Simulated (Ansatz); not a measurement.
Run this with Ansatz 0.2.0 through its Python package and show what comes out.

`clhsi.xyz`
```text
3

Si   -0.44760    0.43080   -0.20660
Cl    1.30000    0.43450    0.76140
H    -0.86340   -0.93010   -0.56810
```

`cas_clhsi.py`:
```python
"""Static correlation in ClHSi: natural occupations of an active space."""

import logging
import sys

import ansatz as az

logging.basicConfig(stream=sys.stdout, format="%(levelname)s %(message)s")
logger = logging.getLogger("ansatz_job")
logger.setLevel(logging.INFO)


def main() -> None:
    mol = az.Crystal.molecule_from_extxyz("clhsi.xyz")

    job = (
        mol.calculation()
        .basis(gaussian="6-31G*")
        .correlation(active_electrons=6, active_orbitals=6)
    )
    for method in ["sc_nevpt2"]:
        summary = (job if method is None else job.correlation(method)).run(threads=1).report
        space = summary["configurations"]
        state = space["states"][0]
        print(method or "casscf", f"total {summary['free_energy_ev'] / 27.211386246:.6f} Ha, active-space state {state['energy']['hartree']:.6f} Ha, mean field {summary['reference_energy_ev'] / 27.211386246:.6f} Ha")
        print("  determinants", state["n_determinants"], " natural occupations", [round(n, 3) for n in space["natural_occupations"]])


if __name__ == "__main__":
    main()
```

Running `python cas_clhsi.py` prints:
```text
RunWarning: the results are in doubt because another end's mean lies 0.131 eV lower, and its corrected mean 0.093 eV higher
sc_nevpt2 total -749.159766 Ha, active-space state -749.001239 Ha, mean field -748.959123 Ha
  determinants 200  natural occupations [1.998, 1.981, 1.906, 0.073, 0.026, 0.015]
```
(Warnings from the package without file and line.)

Notes:
- Total energies depend on the basis set; only differences at equal settings carry meaning.
- The geometry is a force-field or estimated start, not a minimum of this method, and the basis set is short of its limit. The active space starts as a window about the frontier orbitals and is then optimised, not chosen by chemistry.
- A lower CASSCF solution was found and passed over, so the printed active-space state isn't the lowest.
- The whole script took 3.1 s on 1 thread of Arm Neoverse V2, with other jobs on the host, peak memory 0.15 GiB.

(Lines on the test bed's own set-up are left out of the output.)
